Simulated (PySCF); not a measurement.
ClF₂: from structure and modes to constants

Level of theory: UPBE0/[Cl def2-TZVP, F def2-TZVP], no relativity, density fitting, PySCF.

The doublet minimum has C2v symmetry. Masses (u): Cl 34.96885, F 18.99840.

```xyz
3
charge 0 multiplicity 2, angstrom
Cl    0.0000    0.0000   -0.1952
F     1.6609    0.0000    0.1792
F    -1.6609    0.0000    0.1792
```

Harmonic wavenumbers (cm⁻¹): 253.9 (a1, ×1), 583.1 (a1, ×1), 593.1 (b2, ×1).

Problem. Find the principal moments of inertia and the rotational constants. What kind of rotor is it?

Solution. About the centre of mass I = 2.5535, 104.81, 107.37 u Å². With B = 16.8576/I this gives 6.602, 0.1608, 0.157 cm⁻¹. The molecule is an asymmetric top with κ = -1.00.

Problem. Find the vibrational entropy and heat capacity at 298.15 K.

Solution. With u = 1.43878 ω/T, each mode gives S = R[u/(eᵘ−1) − ln(1−e⁻ᵘ)] and C = R u² eᵘ/(eᵘ−1)².
```csv
ω (cm⁻¹),u,S (J/(mol K)),C (J/(mol K))
253.9,1.225,7.13,7.35
583.1,2.814,2.01,4.47
593.1,2.862,1.93,4.38
```
The sums over all modes are S = 11.1 and C = 16.2 J/(mol K); the softest mode gives 64 % of the entropy.

This need not be the most stable arrangement of these atoms.
